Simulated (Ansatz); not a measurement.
Reaction (SMILES): C(F)=C → [C](F)=C + H atom
B3LYP-D3(BJ)/def2-TZVP geometries, fixed; electronic energies without zero-point terms.
Largest species:
```
C
C 1 1.3174
F 1 1.3475 2 122.16
H 2 1.0798 1 119.40 3 180.00
H 2 1.0810 4 119.01 1 180.00
H 1 1.0823 2 126.09 4 0.00
```

Basis-set convergence of the bond dissociation energy at wB97M-V with Ansatz (a quantum-chemistry and plane-wave program). Cartesian d functions, on some or all atoms, in 6-31G*, 6-31G**; all else is spherical. The program fits the integrals of some runs and decomposes those of others, by size. Open shells are unrestricted. The functional holds VV10 correlation; no added dispersion term, no relativity. Functions are those of the species that has most. Reference: the value in aug-pcseg-3, 119.45 kcal/mol, itself unsure by roughly 0.02 kcal/mol (its mean distance from aug-cc-pVQZ, def2-QZVPPD, pcseg-3). Deviations are taken from unrounded values.

| basis | functions | bond dissociation energy (kcal/mol) | minus reference (kcal/mol) |
|---|---|---|---|
| STO-3G | 18 | 137.56 | 18.12 |
| 3-21G | 33 | 122.29 | 2.84 |
| 6-31G | 33 | 122.61 | 3.16 |
| pcseg-0 | 33 | 119.57 | 0.12 |
| 6-31G* | 51 | 120.07 | 0.62 |
| pcseg-1 | 57 | 118.90 | -0.55 |
| 6-31G** | 60 | 121.10 | 1.65 |
| 6-311G** | 72 | 118.98 | -0.47 |
| aug-pcseg-1 | 96 | 119.27 | -0.17 |
| pcseg-2 | 132 | 119.43 | -0.02 |
| aug-pcseg-2 | 207 | 119.51 | 0.07 |
| pcseg-3 | 279 | 119.45 | 0.00 |
| aug-pcseg-3 | 402 | 119.45 | 0.00 |

The smallest set listed that lies within 2 kcal/mol of the reference with all its larger relatives (same family, alike in diffuse functions; a set with none counts only in the reference's own line) is pcseg-0 (33 functions, 0.12 kcal/mol off).
